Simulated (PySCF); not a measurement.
## `C[P@@H](=O)CC#N`: 4 charge schemes on one density

Species: C₃H₆NOP.
Cartesian coordinates in Å at the GFN2-xTB level; atoms count from 1:
```xyz
12
C3H6NOP angstrom
C      1.5463    0.3732    0.0723
P      0.2914   -0.8729   -0.3547
O      0.6066   -2.2424    0.0497
C     -1.3004   -0.2736    0.3686
C     -1.5807    1.0649   -0.0472
N     -1.7723    2.1372   -0.3939
H      1.7109    0.3346    1.1495
H      2.4743    0.1004   -0.4278
H      1.2391    1.3711   -0.2263
H      0.0862   -0.7068   -1.7236
H     -2.0941   -0.9557    0.0490
H     -1.2060   -0.3306    1.4583
```

Density: PBE0/pcSseg-1 (PySCF); schemes: Mulliken, IAO, Hirshfeld and ESP-fitted. Isolated species at its GFN2-xTB geometry (one conformer only).

Question: For which atoms does the sign change between the 4 schemes (beyond +0.03 e in one, beyond −0.03 e in another)?

Answer: H10. Atomic charges aren't observables, and each scheme defines them in its own way.

Question: At which atom do the 4 schemes differ most?

Answer: At P2: from +0.435 (Hirshfeld) to +1.442 e (IAO), 1.007 e apart.

Question: Which atoms carry the lowest charge in the Mulliken, IAO, Hirshfeld and ESP-fitted schemes?

Answer: The schemes don't all agree: Mulliken O3 (-0.593); IAO O3 (-0.911); Hirshfeld O3 (-0.400); ESP-fitted C1 (-0.677).

Question: Give the atomic charges in each scheme.

Answer: In e:

| atom | environment | Mulliken | IAO | Hirshfeld | ESP-fitted |
| --- | --- | --- | --- | --- | --- |
| C1 | sp3 carbon bound to phosphorus | -0.540 | -0.699 | -0.155 | -0.677 |
| P2 | phosphoryl phosphorus | +0.791 | +1.442 | +0.435 | +1.009 |
| O3 | phosphoryl oxygen | -0.593 | -0.911 | -0.400 | -0.660 |
| C4 | sp3 carbon bound to phosphorus | -0.428 | -0.561 | -0.085 | -0.651 |
| C5 | nitrile carbon | +0.034 | +0.130 | +0.080 | +0.463 |
| N6 | nitrile nitrogen | -0.236 | -0.243 | -0.220 | -0.481 |
| H7 | methyl hydrogen | +0.166 | +0.174 | +0.061 | +0.204 |
| H8 | methyl hydrogen | +0.174 | +0.180 | +0.066 | +0.199 |
| H9 | methyl hydrogen | +0.172 | +0.176 | +0.054 | +0.188 |
| H10 | P–H hydrogen | +0.037 | -0.094 | 0.000 | -0.068 |
| H11 | methylene hydrogen | +0.214 | +0.205 | +0.083 | +0.232 |
| H12 | methylene hydrogen | +0.208 | +0.201 | +0.080 | +0.243 |

Mean size of the charges over all atoms: ESP-fitted 0.423 e, IAO 0.418 e, Mulliken 0.299 e, Hirshfeld 0.143 e. Each set sums to the total charge, 0, to within 0.001 e. The IAO scheme projects the occupied orbitals on a minimal set of polarised atomic orbitals and counts the electrons in each atom's part of it.

Question: How closely do the schemes follow one another over all atoms?

Answer: Correlation coefficient and root-mean-square difference: Mulliken with IAO 0.98, 0.223 e; Mulliken with ESP-fitted 0.96, 0.178 e; IAO with ESP-fitted 0.95, 0.190 e; IAO with Hirshfeld 0.94, 0.396 e; Mulliken with Hirshfeld 0.93, 0.205 e; Hirshfeld with ESP-fitted 0.92, 0.331 e.

Question: Sum the charges by element, for elements with more than one atom.

Answer: 
| element | atoms | Mulliken | IAO | Hirshfeld | ESP-fitted |
| --- | --- | --- | --- | --- | --- |
| C | 3 | -0.933 | -1.130 | -0.160 | -0.865 |
| H | 6 | +0.971 | +0.843 | +0.345 | +0.997 |

Question: How many electrons does the ESP-fitted scheme count on C5?

Answer: Z − q = 6 − (+0.463) = 5.537.
